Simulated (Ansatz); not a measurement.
# HF/STO-3G run of C2H3Cl2F (1,1-dichloro-1-fluoroethane)

What is the energy change on altering one bond length of C2H3Cl2F (1,1-dichloro-1-fluoroethane) at HF/STO-3G? 

Program for the calculation: Ansatz 0.2.0.

69 further runs of the same task are left out: 1 that didn't finish, 68 set aside as unsound or not needed.

## (1) The system as given

C2H3Cl2F: 8 atoms, total charge 0, spin state singlet. As SMILES, `CC(F)(Cl)Cl`. The coordinates come from a PBE0-D4/def2-TZVP relaxation.

Bond lengths: C1–C2 1.502 Å, C2–F3 1.348 Å, C2–Cl4 1.776 Å, C2–Cl5 1.776 Å, C1–H6 1.091 Å, C1–H7 1.091 Å, C1–H8 1.088 Å. Some angles: C1–C2–F3 110.1°, C1–C2–Cl4 111.1°, C1–C2–Cl5 111.1°, F3–C2–Cl4 107.6°, F3–C2–Cl5 107.6°, Cl4–C2–Cl5 109.3°, C2–C1–H6 108.9°, C2–C1–H7 108.9°, C2–C1–H8 110.1°, H6–C1–H7 109.8°.

## (2) The energy at HF/STO-3G

Input file run.yaml:

```yaml
crystal:
  periodic: [false, false, false]
  atoms:
    - symbol: C
      position_ang: [-0.133500, -0.505900, 0.646300]
    - symbol: C
      position_ang: [0.199400, 0.391300, -0.511300]
    - symbol: F
      position_ang: [1.523600, 0.643200, -0.537400]
    - symbol: Cl
      position_ang: [-0.232400, -0.372700, -2.055900]
    - symbol: Cl
      position_ang: [-0.641100, 1.950200, -0.373000]
    - symbol: H
      position_ang: [0.163400, -0.011800, 1.572000]
    - symbol: H
      position_ang: [0.414900, -1.442000, 0.535900]
    - symbol: H
      position_ang: [-1.202100, -0.709300, 0.667600]
basis:
  gaussian: {orbitals: STO-3G}
hamiltonian: {xc: hf}
accuracy: high
output: {orbitals: {seedname: orbitals}}
```

Started as:

```
$ ansatz run run.yaml --threads 1 --pin off --max-ram 3480MiB --events-out events.jsonl --progress --plain --runs-dir runs
```

The log of the run:

```text
Warning: RAYON_NUM_THREADS=1 ignored (pool sized by the plan → 1); use --threads N
Functional definition: HF
  name "HF"
  exchange = exact_x
  correlation = 0
739 factors; integrals over basis functions are off by at most 2.4e-8 eV
mean field evaluation 1: about -29484.3605 eV, gradient 3.9e1 eV
mean field evaluation 2: about -29484.6022 eV, gradient 4.0e1 eV
mean field evaluation 4: about -29490.3386 eV, gradient 2.0e0 eV
mean field evaluation 8: about -29490.3606 eV, gradient 8.6e-2 eV
mean field -29490.36069844 eV, -1083.7507663834 hartree, gradient 1.3e-8 eV, S^2 0.000000; 0 other end points of the search recorded, 0 dependent functions left out
reference -29490.36069844 eV, -1083.7507663834 hartree; 29, 29 occupied and 7, 7 virtual orbitals, 739 factors
Total energy: -29490.36069844 eV, -1083.7507663834 hartree
```

Run time: 0.36 s. Hardware: 1 thread of Arm Neoverse V2, shared host.

## (3) The distorted shape at the same level

Input file job.yaml:

```yaml
crystal:
  periodic: [false, false, false]
  atoms:
    - {symbol: C, position_ang: [0.875116, -2.376610, 0.480337]}
    - {symbol: C, position_ang: [1.208016, -1.479410, -0.677263]}
    - {symbol: F, position_ang: [2.532216, -1.227510, -0.703363]}
    - {symbol: Cl, position_ang: [0.776216, -2.243410, -2.221863]}
    - {symbol: Cl, position_ang: [-0.641100, 1.950200, -0.373000]}
    - {symbol: H, position_ang: [1.172016, -1.882510, 1.406037]}
    - {symbol: H, position_ang: [1.423516, -3.312710, 0.369937]}
    - {symbol: H, position_ang: [-0.193484, -2.580010, 0.501637]}
basis:
  gaussian:
    orbitals: STO-3G
hamiltonian:
  xc: hf
accuracy: high
output: {orbitals: {seedname: orbitals}}
```

Started as:

```
$ ansatz run job.yaml --threads 1 --pin off --max-ram 3480MiB --events-out events.jsonl --progress --plain --runs-dir runs
```

The log of the run:

```text
Warning: RAYON_NUM_THREADS=1 ignored (pool sized by the plan → 1); use --threads N
Functional definition: HF
  name "HF"
  exchange = exact_x
  correlation = 0
672 factors; integrals over basis functions are off by at most 4.3e-8 eV
mean field evaluation 1: about -29475.2055 eV, gradient 4.1e1 eV
mean field evaluation 2: about -29475.3529 eV, gradient 4.1e1 eV
mean field evaluation 4: about -29480.9437 eV, gradient 1.5e1 eV
mean field evaluation 8: about -29480.7848 eV, gradient 2.1e1 eV
mean field evaluation 16: about -29483.3730 eV, gradient 2.9e-1 eV
mean field evaluation 32: about -29483.3452 eV, gradient 1.1e0 eV
mean field evaluation 64: about -29480.5184 eV, gradient 2.4e1 eV
mean field -29483.41147791 eV, -1083.4953872391 hartree, gradient 5.8e-8 eV, S^2 0.000000; 1 other end points of the search recorded, 0 dependent functions left out
reference -29483.41147791 eV, -1083.4953872391 hartree; 29, 29 occupied and 7, 7 virtual orbitals, 672 factors
Total energy: -29483.41147791 eV, -1083.4953872391 hartree
```

It took 0.5 s on 1 thread of Arm Neoverse V2, shared host.

## (4) Outcome

At HF/STO-3G:

| quantity | value |
| --- | --- |
| first shape: total energy | -1083.75077 Eh |
| first shape: HOMO energy | -10.86 eV |
| first shape: LUMO energy | 8.10 eV |
| first shape: HOMO–LUMO gap | 18.96 eV |
| distorted shape: total energy | -1083.49539 Eh |
| distorted shape: HOMO energy | -5.55 eV |
| distorted shape: LUMO energy | -1.41 eV |
| distorted shape: HOMO–LUMO gap | 4.14 eV |
| energy change with the C2–Cl5 bond stretched from 1.776 to 3.908 Å | 6.949 eV |

One bond (distorted shape) is far stretched, which a spin-restricted single reference describes badly; a broken-symmetry solution may lie lower. With the C2–Cl5 bond stretched from 1.776 to 3.908 Å the energy rises by 6.95 eV (670 kJ/mol). The first shape isn't relaxed at this level, so the change isn't measured from a minimum. A restricted reference can't describe the breaking bond well at this length. The minimal basis adds a large error of its own.
